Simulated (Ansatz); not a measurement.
**AlBH₂ (triplet): B2PLYP, RPA-PBE over vertical spin and charge gaps, cc-pVTZ**

How well do these functionals follow the top wave-function level for AlBH₂ (triplet) over vertical spin and charge gaps?

Method: cc-pVTZ, all electrons in the functionals, frozen cores in the correlation of double hybrids and RPA; program: Ansatz 0.2.0, Gaussian basis.

To be run: B2PLYP, RPA-PBE, at charge 0, triplet; charge 0, singlet; charge 0, quintet; charge 1, doublet; charge 1, quartet.

10 further runs of the same task are left out: 4 for a known fault of the program, 6 set aside as unsound or not needed.

## (1) The geometry

The geometry is a PBE0/def2-TZVP stationary point (not a proven minimum).

4 atoms, charge 0, spin multiplicity 3.

Atoms are counted from 1 here; the program's logs count them from 0.

Bond lengths: B1–Al2 2.058 Å, B1–H3 1.195 Å, B1–H4 1.195 Å. Angles: Al2–B1–H3 115.6°, Al2–B1–H4 115.6°, H3–B1–H4 128.7°.

As a file:

```xyz
4

B     0.0000    0.0000    1.3689
Al    0.0000    0.0000   -0.6894
H     0.0000    1.0776    1.8859
H     0.0000   -1.0776    1.8859
```

No dispersion term is added.

The geometry shown and the zero of energy belong to the point charge 0, triplet. The yardstick, UCCSDT(Q), and other wave-function levels (R restricted, U unrestricted, valence and pair active spaces) come from earlier runs.

## (2) B2PLYP, charge 0, triplet

Input file in.yaml:

```yaml
crystal:
  periodic: [false, false, false]
  atoms:
    - {symbol: B, position_ang: [0.000000, 0.000000, 1.368886]}
    - {symbol: Al, position_ang: [0.000000, 0.000000, -0.689391]}
    - {symbol: H, position_ang: [0.000000, 1.077612, 1.885924]}
    - {symbol: H, position_ang: [0.000000, -1.077612, 1.885924]}
basis:
  gaussian: {orbitals: cc-pVTZ}
magnetization: {spin_polarized: true, initial_magnetization: 2}
hamiltonian: {xc: {name: B2PLYP}}
correlation: {electrons: outside_noble_gas}
```

On the command line:

```console
ansatz run in.yaml --threads 2 --pin off --events-out ev --progress --plain --max-ram 16896MiB --backend cuda --devices 0, --max-vram 18GiB
```

After this run come: B2PLYP, charge 0, singlet; B2PLYP, charge 0, quintet; B2PLYP, charge 1, doublet; B2PLYP, charge 1, quartet; RPA-PBE, charge 0, triplet; RPA-PBE, charge 0, singlet; RPA-PBE, charge 0, quintet; RPA-PBE, charge 1, doublet; RPA-PBE, charge 1, quartet.

**Question.** What will the summary of the whole plan be? Wanted: triplet to singlet, UCCSDT(Q); triplet to quintet, UCCSDT(Q); ionisation to the doublet cation, UCCSDT(Q); ionisation to the quartet cation, UCCSDT(Q); largest miss, B2PLYP; largest miss, RPA-PBE.

The runs gave:

| quantity | value |
| --- | --- |
| triplet to singlet, UCCSDT(Q) | -0.5 kcal/mol |
| triplet to quintet, UCCSDT(Q) | 95.1 kcal/mol |
| ionisation to the doublet cation, UCCSDT(Q) | 167.6 kcal/mol |
| ionisation to the quartet cation, UCCSDT(Q) | 247.0 kcal/mol |
| largest miss, B2PLYP | +5.7 kcal/mol (triplet to quintet) |
| largest miss, RPA-PBE | +5.0 kcal/mol (ionisation to the doublet cation) |

Of the functionals, RPA-PBE keep the smallest largest miss at the points compared (at most 5.0 kcal/mol) and B2PLYP strays most (5.7 kcal/mol, at triplet to quintet). B2PLYP, RPA-PBE clearly break the spin symmetry at some points (⟨S²⟩ up to 0.86 above the pure value), so energy there is bought with a mixed spin. Functionals and the yardstick converge differently with the basis, so part of each miss in cc-pVTZ is the basis.
